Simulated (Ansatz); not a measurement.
Worked example: correlation energy of BH₂⁺, triplet

Geometry: that of the BH2, doublet, kept fixed. The singlet lies 4.6 eV lower here.

```tsv
atom	x (Å)	y (Å)	z (Å)
B	0.0000	-0.0800	0.0000
H	0.0000	0.4291	-1.0770
H	0.0000	0.4291	1.0770
```

Basis aug-cc-pVDZ; Ansatz 0.2.0. Correlated methods freeze the noble-gas cores, which leaves 4 electrons in 40 orbitals. R marks a restricted (for open shells ROHF) determinant, U an unrestricted one.

Full CI is exact within this basis and frozen core; it isn't the basis-set limit. The frozen core follows each run's orbitals, which can shift R against U totals by a few meV.

Runs differ by some tens of microhartree through their thresholds and, for an open shell, their frozen cores, so steps under 0.1 kcal/mol mean nothing.

```csv
level,total energy (hartree)
UHF,-25.282693
UMP2,-25.327809
UCCSD,-25.346579
UCCSD(T),-25.347661
UCCSDT,-25.348043
UCCSDT(Q),-25.348056
full CI,-25.348040
```

Task: What is the correlation energy at full CI, and what share of it do UMP2 and UCCSD(T) recover?

Result: E(corr) = -25.348040 − (-25.282693) = -0.065347 hartree = -1.778 eV. UMP2: -0.045116 / -0.065347 = 69.04 %. UCCSD(T): -0.064968 / -0.065347 = 99.42 %.

Task: By how many kcal/mol does UCCSD(T) miss full CI (1 hartree = 627.509 kcal/mol), and which steps make up the rest?

Result: -25.347661 − (-25.348040) = 0.000379 hartree = 0.24 kcal/mol. Steps: UCCSDT − UCCSD(T) = -0.24, UCCSDT(Q) − UCCSDT = -0.01, full CI − UCCSDT(Q) = 0.01 kcal/mol. That is within 1 kcal/mol of the reference in this basis, which itself misses far more of the correlation at the basis-set limit.
